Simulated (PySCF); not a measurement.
Stepwise substitution at one centre (Si SH-H). All species are isolated molecules in the gas phase. One relaxed conformer stands for each flexible species; it need not be the lowest. Strings in code marks are SMILES.

The vertical ionisation energy (Delta-SCF) from two functionals at the same geometries (PBE0-D3(BJ)/def2-TZVP), both in PySCF: PBE-D3(BJ)/def2-TZVP and ωB97X-D3(BJ)/def2-TZVP. Delta-SCF ions had no search for a lower state. 

| species | PBE-D3(BJ)/def2-TZVP (eV) | ωB97X-D3(BJ)/def2-TZVP (eV) |
|---|---|---|
| 1 of 4 SH replaced by H | 8.97 | 10.00 |
| 2 of 4 SH replaced by H (`S[SiH2]S` (H–S–Si–S torsion 56°, S–Si–S–H torsion 56°)) | 9.17 | 9.91 |
| 3 of 4 SH replaced by H (`[SiH3]S`) | 9.70 | 10.05 |
| 4 of 4 SH replaced by H (`[SiH4]`) | 12.13 | 12.76 |

Over these rows, drawn at random from the members with no instability flagged (it was tested for open shells, ions and some series alone), PBE minus ωB97X-D3(BJ): mean -0.69 eV, from -1.03 eV to -0.35 eV.
